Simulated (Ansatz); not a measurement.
Consider the isomerisation: `CC1=NC1` → `C=C=CN`.

Isolated molecules relaxed with PBE0-D4/def2-TZVP in Ansatz; ΔE leaves out vibrations. CBS: MP2 limit from def2 TZ/QZ plus the TZ coupled-cluster correction, frozen cores. DFT in def2-TZVPP. B3LYP here is the variant with VWN-RPA as its local correlation; programs differ in this. One conformer a species, not always the lowest.

Q: Is it downhill or uphill in electronic energy at CCSD(T)/CBS, and by how much? (Best estimate.)

A: The calculation gave: Downhill: ΔE = -5.3 kJ/mol.

Q: What do these levels give: B97M-V, ωB97M-V, PBE0, B3LYP, r2SCANh, BHLYP, CAM-B3LYP, HF/def2-SVP, MP2/def2-SVP, HF/def2-QZVPP, MP2/def2-QZVPP, SCS-MP2/def2-QZVPP? (An estimate is asked.)

A: The calculation gave: B97M-V -4.0, ωB97M-V -4.6, PBE0 -3.6, B3LYP -20.7, r2SCANh -7.4, BHLYP -16.2, CAM-B3LYP -13.4, HF/def2-SVP -8.3, MP2/def2-SVP 26.9, HF/def2-QZVPP -10.8, MP2/def2-QZVPP 8.1, SCS-MP2/def2-QZVPP 6.5 kJ/mol.

Largest T1 diagnostic among the species: 0.012.

From r2SCAN to r2SCAN0 (25 % exact exchange), in def2-TZVPP and without D4, ΔE moves by +4.4 kJ/mol. In def2-TZVPP, CCSD(T) changes the Hartree–Fock value by +10.5 kJ/mol (the triples alone add +0.9 kJ/mol) and MP2 by +21.8 kJ/mol.
